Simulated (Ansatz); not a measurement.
Candidates: L1₂ (Cu3Au-type) Cu3Au, antifluorite Mg2Ge, CsCl-type PdIn, L1₂ (Cu3Au-type) Pt3Ti, CsCl-type RuAl, antifluorite Mg2Sn. Level: PBEsol (plane waves, PAW; Ansatz, a first-principles code).

Ansatz's runs of these crystals have no spin polarisation.

Spin–orbit coupling is left out, also for the solids with elements from indium on (L1₂ (Cu3Au-type) Cu3Au, CsCl-type PdIn, L1₂ (Cu3Au-type) Pt3Ti, antifluorite Mg2Sn); its size isn't shown.

Caveats: the gap of the solid is closed in this run (antifluorite Mg2Sn). Ansatz's density-functional and Hartree–Fock values are scalar-relativistic unless marked +SOC, with PAW data made under PBE.

Which of them have a computed equilibrium lattice constant a between 3.1 and 3.8 Å?

L1₂ (Cu3Au-type) Cu3Au, CsCl-type PdIn. The values: L1₂ (Cu3Au-type) Cu3Au 3.713 Å; antifluorite Mg2Ge 6.364 Å; CsCl-type PdIn 3.247 Å; L1₂ (Cu3Au-type) Pt3Ti 3.900 Å; CsCl-type RuAl 2.976 Å; antifluorite Mg2Sn 6.745 Å.
